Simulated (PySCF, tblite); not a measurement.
**BeH4O, a complex of two parts: NMR shifts, interaction energy, infrared bands, spin-spin couplings and core binding energies**

One table from this session's results is given with a row withheld; the runs are named, their logs left out.

Computed with tblite 0.8.0 and PySCF 2.14.0; each step states its level. No surroundings beyond the atoms listed, unless a continuum is named. Atoms count from 0, parts from 1.

## The system as given

6 atoms, charge 0, multiplicity 1; geometry: rigid parts in contact. Parts: 1 = atoms 0–2, `[BeH2]`, charge 0; 2 = atoms 3–5, `O`, charge 0.

The first run:

Job settings and geometry (Å):

```
{"job": {"kind": "dock", "xc": "GFN2-xTB", "basis": "xTB"}, "charge": 0, "multiplicity": 1, "parts": [{"atoms": "0-2", "charge": 0, "multiplicity": 1}, {"atoms": "3-5", "charge": 0, "multiplicity": 1}]}
Be     0.000089     0.000024    -0.000010
H      0.072945     1.259355     0.212659
H     -0.073034    -1.259379    -0.212648
O      1.412025     0.507643    -1.924038
H      0.760207     1.081285    -1.516388
H      2.245742     0.660953    -1.475153
```

Level: GFN2-xTB search for minima from random contacts, gas phase.

Launch:

```console
$ OMP_NUM_THREADS=1 python cluster_run.py task.json out
```

One launch serves the whole session: the jobs run in the order shown.

Steps of the session up to this table: Bringing the parts together with GFN2-xTB; Geometry optimisation at PBE0-D3(BJ)/def2-TZVPD; Shielding tensors: PBE0/pcSseg-2; Coupled-cluster interaction energy: CCSD(T) and MP2.

One of the session's tables, all rows but one given; the rest of the session is left out.

It belongs to the step «Coupled-cluster interaction energy: CCSD(T) and MP2». 

| method | interaction energy (kcal/mol) |
| --- | --- |
| HF/aug-cc-pVDZ | -21.22 |
| MP2/aug-cc-pVDZ | -22.08 |
| CCSD/aug-cc-pVDZ | -21.68 |
| CCSD(T)/aug-cc-pVDZ | -21.86 |
| HF/aug-cc-pVQZ | -24.18 |
| MP2/aug-cc-pVQZ | -26.27 |
| SCS-MP2/aug-cc-pVQZ | -25.22 |
| MP2, extrapolated | ? |
| CCSD(T), limit estimate | -26.37 |

**Question.** Estimate the row for MP2, extrapolated.

As computed: interaction energy (kcal/mol): -26.58. In the column «interaction energy (kcal/mol)» it is the lowest.

Limits of these values: The interaction energy leaves out the deformation of the parts, 7.68 kcal/mol (MP2); added to the CCSD(T) estimate it gives a binding of about -18.68 kcal/mol.
